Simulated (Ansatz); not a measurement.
A run of Ansatz (development build ahead of 0.2.0) on singlet H4O2 at this shape:

```xyz
6

O     0.0073   -0.0208    0.0005
H    -0.2087    0.9690    0.0185
H     1.0080   -0.0440    0.0483
O     2.9834    0.0306    0.0294
H     3.4663    0.2149    0.7252
H     3.4729    0.2514   -0.7335
```

Its results:

* Converged: yes
* Reference energy: -152.04688 hartree
* Correlation energy: -0.40453 hartree
* Total energy: -152.45142 hartree
* Spin squared of the determinant: 0.000

Task: Which input gives this output? Name the method, the orbitals and the basis set, and write the input.

Result: RHF-MP2 in cc-pVDZ. An unrestricted run that stays on the closed shell gives the same numbers.

```yaml
crystal:
  periodic: [false, false, false]
  atoms:
    - { symbol: O, position_ang: [0.00732, -0.02079, 0.00052] }
    - { symbol: H, position_ang: [-0.20867, 0.96905, 0.01847] }
    - { symbol: H, position_ang: [1.00798, -0.04396, 0.04832] }
    - { symbol: O, position_ang: [2.98335, 0.03059, 0.02936] }
    - { symbol: H, position_ang: [3.46635, 0.21487, 0.72519] }
    - { symbol: H, position_ang: [3.47291, 0.25143, -0.73352] }
basis:
  gaussian: { orbitals: cc-pVDZ }
hamiltonian:
  xc: hf
correlation:
  method: mp2
  frozen_orbitals: { H: 0, O: 1 }
```
